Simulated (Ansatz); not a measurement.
**AlPH+ (quintet): the correlation ladder, cc-pVDZ**

The task here is to estimate one member of a computed series from the others.

Computed with Ansatz 0.2.0, Gaussian basis. Level: cc-pVDZ, core rule «outside noble gas», up to 10 orbitals frozen.

The runs, in order: UHF; CCSD(T) on ROHF; CCSD(T) on UHF; BCCD(T) on ROHF; CISD; CCSDT(Q) on ROHF; CCSDT(Q) on UHF; CCSDTQ on ROHF; CCSDTQ on UHF.

15 further runs of the same task are left out: 10 for a known fault of the program, 5 set aside as unsound or not needed.

## What is computed

The geometry is a PBE0/def2-TZVP stationary point (not a proven minimum) of the parent state, kept for this charge and spin.

3 atoms, charge 1, spin multiplicity 5.

Atoms are counted from 1 here; the program's logs count them from 0.

Bond lengths: Al1–P2 2.386 Å, Al1–H3 1.614 Å. Angles: P2–Al1–H3 114.3°.

Geometry (Å):

```
Al    0.0000   -0.1077    1.2377
P     0.0000    0.0510   -1.1432
H     0.0000    1.3154    1.9991
```

Set-up of the first run:

File in.yaml:

```yaml
crystal:
  periodic: [false, false, false]
  atoms:
    - {symbol: Al, position_ang: [0.000000, -0.107696, 1.237712]}
    - {symbol: P, position_ang: [0.000000, 0.051009, -1.143237]}
    - {symbol: H, position_ang: [0.000000, 1.315423, 1.999097]}
basis:
  gaussian: {orbitals: cc-pVDZ}
total_charge: 1
magnetization: {spin_polarized: true, initial_magnetization: 4}
hamiltonian: {xc: hf}
output: {orbitals: {seedname: orbitals}}
```

Command:

```console
ansatz run in.yaml --threads 1 --pin off --events-out ev --progress --plain --max-ram 4096MiB --backend cpu
```

Steps of the session up to this table: UHF; CCSD(T) on ROHF; CCSD(T) on UHF; BCCD(T) on ROHF; CISD; CCSDT(Q) on ROHF; CCSDT(Q) on UHF; CCSDTQ on ROHF; CCSDTQ on UHF.

One of the session's tables, all rows but one given; the rest of the session is left out.

```
   method  from UCCSDTQ (kJ/mol)
     ROHF                 +357.9
      UHF                 +349.7
     RMP2                  +94.8
     UMP2                  +91.2
     CISD                  +25.4
    RCCSD                  +12.0
    UCCSD                  +11.4
 RCCSD(T)                   +3.3
 UCCSD(T)                   +3.1
  BCCD(T)                   +3.1
   RCCSDT                   +0.6
   UCCSDT                      ?
RCCSDT(Q)                   +0.2
UCCSDT(Q)                   +0.1
  RCCSDTQ                   +0.1
  UCCSDTQ                      0
```

Estimate the missing values for UCCSDT.

As computed: from UCCSDTQ (kJ/mol): +0.5. In the column «from UCCSDTQ (kJ/mol)» it lies between RCCSDT(Q) (+0.2) and RCCSDT (+0.6).

Limits of these values: Restricted and unrestricted rows rest on different reference determinants; where their highest levels disagree by more than a few hundredths of an eV, they describe different states and don't form one ladder.
